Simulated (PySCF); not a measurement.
All values below come from PySCF with PBE-D3(BJ)/def2-TZVP // B3LYP-D3(BJ)/def2-TZVP. All species are isolated molecules in the gas phase. Excitations are Tamm–Dancoff values on a coarser integration grid. The basis has no diffuse functions, so Rydberg states are missing or too high.

Reference species (SMILES): `[S@@](C#N)(=O)C` (neutral, multiplicity 1).

The S1 excitation (TDA) is 4.40 eV. The T1 excitation (TDA) is 3.96 eV.

Changed species: `C(=C)C#N` (X = vinyl; the reference has X = methylsulfinyl).

What does the change do to the S1 excitation (TDA) and T1 excitation (TDA)?

the S1 excitation (TDA) goes up by 1.36 eV, to 5.76 eV; the T1 excitation (TDA) drops by 0.18 eV, to 3.78 eV.
